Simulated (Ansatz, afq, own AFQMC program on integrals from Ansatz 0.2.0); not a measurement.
## Atomization energy of TaNH2, quintet

```yaml
atoms:
  - { symbol: Ta, position_ang: [0.0000, 0.0000, 0.1650] }
  - { symbol: N, position_ang: [0.0000, 0.0000, -1.7905] }
  - { symbol: H, position_ang: [0.0000, 0.8298, -2.3730] }
  - { symbol: H, position_ang: [0.0000, -0.8298, -2.3730] }
```

Connectivity, by distances: Ta–NH2.

Atoms in their ground-state spins without spin–orbit coupling (mostly on UHF) minus the molecule (UHF), without zero-point energy. The geometry is a stationary point, not shown to be a minimum.

Basis def2-SVP with its core potentials. Only valence electrons are correlated. Ansatz 0.2.0 and our own AFQMC program on the same integrals; the CISD trial comes from CCSD amplitudes, and released means the phaseless constraint is let go. ± is one standard error of the sampling. No spin–orbit coupling. The metal's outer-core s and p shells are frozen, which shifts wave-function levels against functionals. The errors of all members are added in quadrature.

No full CI on the walks' own integrals is used here; CCSDT(Q) serves as the reference and is uncertain by about the last step of the cluster series. Each member takes its own surest rung, up to full CI.

Errors are counted within def2-SVP, not against nature.

Cautions: no spin-orbit coupling; outer-core shells of the metal frozen; TaNH₂ (quintet): lower spins were not checked, the released energies have errors that jump between times, so the bars are unsure, so no released level is given (meV from the phaseless value at times in 1/Eh: -12 ± 3 at 0.60, -3 ± 5 at 1.20, -51 ± 38 at 2.00, -29 ± 7 at 3.00, -32 ± 11 at 4.20), though the last usable value meets CCSDT(Q) within the noise, its ph-AFQMC/CISD value lies 23 ± 4 meV above CCSDT(Q); Ta (quartet): its ph-AFQMC/CISD value lies 23.6 ± 1.3 meV above full CI.

Reference (CCSDT(Q)): 1018.4 kJ/mol.

```csv
level,atomization energy (kJ/mol),error against CCSDT(Q) (kJ/mol)
HF,723.5,-294.9
MP2,1032.0,13.6
CCSD,1005.0,-13.4
CCSD(T),1018.9,0.5
CCSDT,1017.1,-1.3
ph-AFQMC/HF,1028.2 ± 4.1,9.9 ± 4.1
ph-AFQMC/CISD,1018.6 ± 0.4,0.2 ± 0.4
```

Correlation beyond CCSD(T) takes off 0.5 kJ/mol. The perturbative (T) step is worth +13.9 kJ/mol.

A walk keeps the symmetry of its determinant, which the program's search chose and which needn't be the lowest solution, so a lower state of the same spin and another symmetry isn't excluded.
